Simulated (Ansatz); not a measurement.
**bcc W: Voigt–Reuss–Hill shear modulus by level of theory**

No measured value is used here.

```csv
level (code),value (GPa),cell (Å³/atom)
LDA (Ansatz),159,15.41
PBE (Ansatz),[?],16.13
PBEsol (Ansatz),157,15.69
r²SCAN (Ansatz),158,15.91
HSE06 (Ansatz),181,15.82
```

### Question
What belongs in the gaps?

### Answer

- PBE (Ansatz, a quantum-chemistry and plane-wave program), value (GPa): 147

Density-functional levels without +SOC have no spin–orbit coupling. LDA, PBE, PBEsol, r²SCAN, HSE06: shear constants of such metals converge slowly with the k mesh. HSE06: hybrids on metals are sensitive to the k mesh. Each level is taken at its own relaxed cell. Cutoffs and k meshes differ between the levels. Ansatz's density-functional and Hartree–Fock values are scalar-relativistic unless marked +SOC, with PAW data made under PBE.
